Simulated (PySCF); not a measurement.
LiF, SMILES [Li][F]. Atoms are numbered in the order given.

```xyz
2

Li     0.0000     0.0000    -1.1862
F      0.0000     0.0000     0.3954
```

Coordinates come from a PBE-D3(BJ)/def2-TZVPD optimisation.

Computed with PySCF with PBE0/pcSseg-2.

GIAO shieldings, no solvent; atoms alike by connectivity are averaged. δ = σ(ref) − σ: ¹⁹F against CFCl3 (σ = 165.8 ppm), references at their B3LYP-D3(BJ)/def2-TZVP geometries, non-relativistic.

Computed chemical shifts:
| nucleus | atoms | count | δ (ppm) |
|---|---|---|---|
| ¹⁹F | F2 | 1 | -182.6 |
